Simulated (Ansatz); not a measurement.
# Structure relaxation of Ti₃H

All numbers below come from Ansatz, DFT PBE, scalar-relativistic, plane waves, PAW. Cutoff 420 eV, Γ-centred k mesh, Gaussian smearing, no spin polarisation in the final step.

Ti₃H was placed on the sites of a reported Cu3Pd cell (P4/mmm, No. 123), with H in place of Pd, Ti in place of Cu, at a guessed volume.

```
Ti H
1.0
     3.63342    0.00000    0.00000
     0.00000    3.63342    0.00000
     0.00000    0.00000    3.59608
Ti H
3 1
Direct
  0.00000 0.50000 0.50000
  0.50000 0.00000 0.50000
  0.50000 0.50000 0.00000
  0.00000 0.00000 0.00000
```

Cell and atoms relax at zero pressure; the relaxation can't lower the symmetry of the start. After a coarse first stage the cell is made exact in the group found at 0.06 Å.

Energies over the elements count from the elements' standard structures at the same level (H₂ as a molecule), with no empirical corrections.

**Question.** What does it relax into?

**Answer.** It ends in Pm-3m (No. 221). The result has the Cu3Au (L1_2) structure. Conventional cell: a = 3.861 Å. Ti has 4 H at 2.73 Å and 8 Ti at 2.73 Å; H is coordinated by 12 Ti at 2.73 Å.

```
Ti H
1.0
     3.86088    0.00000    0.00000
     0.00000    3.86088    0.00000
     0.00000    0.00000    3.86088
Ti H
3 1
Cartesian
  0.0000 1.9304 1.9304
  1.9304 0.0000 1.9304
  1.9304 1.9304 0.0000
  0.0000 0.0000 0.0000
```

**Question.** What are its volume, energy, density and gap?

**Answer.** The volume per atom is 14.39 Å³. The density is 4.17 g/cm³ and the energy over the elements is 0.64 eV/atom. The gap on the 12×12×12 mesh is 0 eV (a metal).

The final run used a 12×12×12 mesh on its 4-atom cell and 0.10 eV smearing. For metals, differences of a few meV/atom aren't resolved. Symmetry constrained the relaxation, so the result can be a saddle point. The steps took about 40 core-seconds in all.

Cost: 3 runs of about 0.68 core-minutes in all, on Arm Neoverse V1 (shared hosts).